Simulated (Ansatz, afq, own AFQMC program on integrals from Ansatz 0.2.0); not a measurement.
**HClF, doublet in cc-pVTZ, levels against CCSDT(Q)**

```yaml
atoms:
  - { symbol: Cl, position_ang: [0.0000, 0.0000, -1.3327] }
  - { symbol: H, position_ang: [0.0000, 0.0000, 0.2163] }
  - { symbol: F, position_ang: [0.0000, 0.0000, 1.1163] }
```

Connectivity, by distances: Cl ··· F, 1 bridging H.

Basis cc-pVTZ. Only valence electrons are correlated. Integrals, coupled cluster, full CI and functionals: Ansatz 0.2.0; the random walks run on the same integrals in our own AFQMC program. ph-AFQMC/CISD is guided by a CISD state made of CCSD amplitudes; releasing the constraint for a short imaginary time cuts its bias at the price of noise, slowly where states lie close. Error bars are statistical, one sigma.

Determinant: UHF, the one that the program's search chose, which needn't be the lowest solution. The geometry is a point of a scan.

No full CI on the walks' own integrals is used here; CCSDT(Q) serves as the reference and is uncertain by about the last step of the cluster series.

Cautions: the released energies get too noisy after the second time (errors over twice the walk's own, or jumping), so no released level is given (meV from the phaseless value at times in 1/Eh: -17 ± 6 at 0.24, -13 ± 6 at 0.51, -21 ± 9 at 0.99, -41 ± 19 at 1.50), though the last usable value meets CCSDT(Q) within the noise.

- T1 diagnostic: 0.0109
- weight of the determinant in the CISD state: 0.888
- ⟨S²⟩ of the determinant: 0.760
- size of the correlated space: 15 electrons in 72 orbitals

```
  level  correlation energy (eV)
    MP2                 -11.9467
   CCSD                 -12.5784
CCSD(T)                 -12.9375
```

Estimate where phaseless AFQMC with a CISD trial lies against CCSD(T) on the same integrals.

1.4 ± 0.4 kJ/mol below CCSD(T).

Reference: CCSDT(Q), correlation energy -12.969 eV.

```
        level  E − E(reference) (kJ/mol)  share of correlation (%)
      CCSD(T)                        3.0                     99.76
        CCSDT                        1.2                     99.91
  ph-AFQMC/HF                 12.4 ± 2.8                     99.01
ph-AFQMC/CISD                  1.6 ± 0.4                     99.87
```

A walk keeps the symmetry of its determinant, which the program's search chose and which needn't be the lowest solution, so a lower state of the same spin and another symmetry isn't excluded.
